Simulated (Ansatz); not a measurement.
# AlHP2: the cost of one run

Computed with Ansatz 0.2.0, Gaussian basis. Level: cc-pVTZ, all electrons in the functionals, frozen cores in the correlation of double hybrids and RPA.

Plan: PBE, r2SCAN, PBE0, B3LYP, wB97M-V, B2PLYP, RPA-PBE, at charge 0, singlet; charge 0, triplet; charge 1, doublet.

4 further runs of the same task are left out: 4 set aside as unsound or not needed. Runs told in other sessions of the task aren't counted.

## 1. The geometry

The geometry is a PBE0/def2-TZVP stationary point (not a proven minimum).

4 atoms, charge 0, spin multiplicity 1.

Atoms are counted from 1 here; the program's logs count them from 0.

Bond lengths: P1–Al2 2.184 Å, Al2–P3 2.207 Å, P3–H4 1.432 Å. Angles: P1–Al2–P3 178.8°, Al2–P3–H4 86.1°.

Coordinates:

```mol
AlHP2
  3D, bonds by distance, orders not assigned

  4  3  0  0  0  0  0  0  0  0999 V2000
   -0.0000   -0.3088    2.7275 P   0  0
    0.0001   -0.3286    0.5433 Al  0  0
   -0.0000   -0.3965   -1.6625 P   0  0
   -0.0000    1.0340   -1.6082 H   0  0
  1  2  8  0
  2  3  8  0
  3  4  8  0
M  END
```

No dispersion term is added; wB97M-V holds VV10 nonlocal correlation. B3LYP takes the VWN-RPA correlation.

The geometry shown and the zero of energy belong to the point charge 0, singlet. The yardstick, UCCSD(T), and other wave-function levels (R restricted, U unrestricted, valence and pair active spaces) come from earlier runs.

## 2. PBE, charge 0, singlet

File in.yaml:

```yaml
crystal:
  periodic: [false, false, false]
  atoms:
    - {symbol: P, position_ang: [-0.000037, -0.308815, 2.727497]}
    - {symbol: Al, position_ang: [0.000091, -0.328625, 0.543252]}
    - {symbol: P, position_ang: [-0.000036, -0.396524, -1.662499]}
    - {symbol: H, position_ang: [-0.000018, 1.033964, -1.608249]}
basis:
  gaussian: {orbitals: cc-pVTZ}
magnetization: {spin_polarized: true, initial_magnetization: 0}
hamiltonian: {xc: {name: PBE}}
output: {orbitals: {seedname: orbitals}}
```

Started as:

```bash
ansatz run in.yaml --threads 1 --pin off --events-out ev --progress --plain --max-ram 4096MiB --backend cpu
```

What time and memory should one allow on 1 thread of AMD EPYC 7R13, shared host?

About 25 s, with a peak of 0.29 GiB.
